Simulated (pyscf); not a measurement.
Single points on ωB97X-D3(BJ)/def2-SVP structures (PySCF, gas phase). MP2 and CC: frozen core, UHF for open shells. ΔMP2 is the change of the MP2 total energy from the triple- to the quadruple-zeta basis.

How much does it cost (ΔH, 298 K, CCSD(T)/def2-TZVPP + ΔMP2(QZVPP)) to split `[CH3][B]=[O]` at its B–C bond into CH₃• + [B=O]•?

B–C to CH₃• + [B=O]•: 112.8 kcal/mol. The radicals are drawn with the spin at the cut bond; how far it spreads was not checked. The CCSD(T) − MP2 part came from Ansatz, without density fitting, on the same reference.
